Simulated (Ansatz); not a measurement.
What does this script print? It uses Ansatz's Python interface.

The script, `chn.py`:
```python
"""Interaction energy of two CHN molecules, with the counterpoise correction."""

import ansatz
import numpy as np

FIRST = [
    ("C", (1.1035, 0.1894, 0.0)),
    ("N", (-0.0497, -0.0085, 0.0)),
    ("H", (-1.0538, -0.1809, 0.0)),
]
SECOND = [
    ("C", (-0.7635, 2.3043, -1.6728)),
    ("N", (0.3949, 2.408, -1.8011)),
    ("H", (1.4035, 2.4984, -1.9128)),
]

def energy(atoms, ghosts=()):
    molecule = ansatz.Crystal.molecule()
    for symbol, xyz in atoms:
        molecule = molecule.atom(symbol, xyz)
    calc = (
        molecule.calculation()
        .basis(gaussian="def2-SVPD")
        .functional("b3lyp", dispersion="d3bj")
    )
    deck = calc.input()
    if ghosts:
        deck = deck.set(ansatz.key.basis.gaussian.ghost_atoms, [{"symbol": s, "position_ang": list(xyz)} for s, xyz in ghosts])
    return ansatz.Session.from_dict(deck).plan().execute().report["free_energy_ev"]

# monomers in their own basis and in the basis of the dimer
direction = np.array([0.1142, 0.7959, -0.5946])
print("shift (A)   counterpoise-corrected interaction (eV)")
for shift in (-0.3, 0.0, 0.4, 1.0, 2.0):
    moved = [(s, tuple(np.round(np.array(xyz) + shift * direction, 4))) for s, xyz in SECOND]
    gain = energy(FIRST + moved) - energy(FIRST, moved) - energy(moved, FIRST)
    print(f"{shift:8.2f} {gain:14.3f}")
```

Running `python chn.py` prints:
```text
shift (A)   counterpoise-corrected interaction (eV)
   -0.30          0.239
    0.00         -0.015
    0.40         -0.096
    1.00         -0.081
    2.00         -0.042
```

Reading the output:
- The dimer is a generated trial pose of unrelaxed monomers, not a minimum, so the figure is no binding energy, and the basis set is small.
- b3lyp holds the VWN-RPA fit, as in Gaussian; the form of ORCA and Turbomole is b3lyp5.
- It ran for 24 s on 1 thread of Arm Neoverse V1 (shared host), peak memory 0.22 GiB.
